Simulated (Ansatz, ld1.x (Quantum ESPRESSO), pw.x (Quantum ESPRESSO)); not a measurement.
mercury: one change to the TM potential, in the atom and in the bcc crystal

- Element: mercury (Hg)
- Generator: ld1.x (Quantum ESPRESSO) 7.5
- Type: norm-conserving Troullier–Martins (Kleinman–Bylander form)
- Functional: LDA (PW92)
- Relativity: scalar-relativistic
- Frozen core: [Xe] 4f14
- Valence charge: 12
- Reference configuration: 5d10 6s2 6p0
- Partial waves: 6s (bound): rc 2.35 bohr; 6p (bound, empty): rc 3.50 bohr; 5d (bound): rc 2.25 bohr
- Local potential: all-electron potential smoothed inside 2.50 bohr (lloc = -1)
- Core correction: none

Change: core correction a·sin(br)/r model core inside 2.46 bohr.

Cutoffs, loose and tight: the cutoffs (Ry, on a coarse ladder) from which the occupation-weighted sum of valence levels, in a spherical-Bessel basis at the reference potential, stays within 10 and 1 mRy of its value at 400 Ry. They do not see the model core or the augmentation charge, which bear on the density cutoff. Test errors are all-electron minus pseudo excitation energies from the reference, over the configurations 5d10 6s1 6p0; 5d10 6s0 6p0; 5d9 6s0 6p0; 5d10 6s0 6p1; 5d10 6s1.5 6p0; 5d8 6s0 6p0; 5d9 6s2 6p0 (two spin-polarised tests are not counted in the largest error); variants that change the core or the reference have their own tests.

Crystal test: bcc Hg in pw.x 7.5, no spin, 13³ k-points, Fermi–Dirac smearing 0.01 Ry, cutoffs set for each file from its atomic test. The reference is all-electron LAPW (Ansatz 0.2.0) with the same functional, mesh and smearing; V0 and B0 come from Birch–Murnaghan fits to the pressures at five volumes. Errors are pseudo minus all-electron; Δ is the rms difference of the E(V) curves that follow from these fits, minima aligned, over ±6 % about the mean V0. Mesh and smearing are coarse, so the numbers serve the comparison and aren't converged zero-temperature values; the lattice is a test structure that the element need not adopt.

All-electron: a0 = 3.562 Å (V0 = 22.59 Å³/atom), B0 = 47.8 GPa.

Task: Does the change bring the crystal closer to the all-electron result?

Result: The mean pressure error goes from +0.22 to +0.34 GPa, so the change moves the solid further from the all-electron pressures.

```csv
quantity,base,changed
outcome (atom),generated,generated
"cutoff, loose (atom)",40 Ry,40 Ry
"cutoff, tight (atom)",70 Ry,70 Ry
bound ghosts (atom),none,none
largest test error (meV) (atom),-164,-227
cutoffs in pw.x (Ry),85/340,85/340
a0 (Å),3.567,3.570
a0 error (%),+0.15,+0.23
B0 error (%),+1.4,+1.3
Δ (meV/atom),1.1,1.7
mean pressure error (GPa),+0.22,+0.34
```

Base: The largest radius (3.50 bohr) exceeds half the bond length (2.92 bohr), so the spheres overlap, which is one possible source of error among others. Changed file: The largest radius (3.50 bohr) exceeds half the bond length (2.92 bohr), so the spheres overlap, which is one possible source of error among others. The atomic cutoffs weigh occupied waves only.
